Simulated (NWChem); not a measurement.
BCl3; SMILES ClB(Cl)Cl

```xyz
4

B      0.0000     0.0000     0.0000
Cl     1.4837     0.9321     0.0000
Cl     0.0654    -1.7509     0.0000
Cl    -1.5491     0.8188     0.0000
```
Atoms are numbered in this order, from 1.

All runs: NWChem. Structure relaxed at the B3LYP/6-31G* (spherical d) level.

### Question
Estimate the computed values for Hartree-Fock/def2-SVPD. Quantities: highest occupied level (eV); orbital gap (eV).

### Answer
```
Quantity                     Result
---------------------------  ------
highest occupied level (eV)  -12.55
orbital gap (eV)              13.97
```
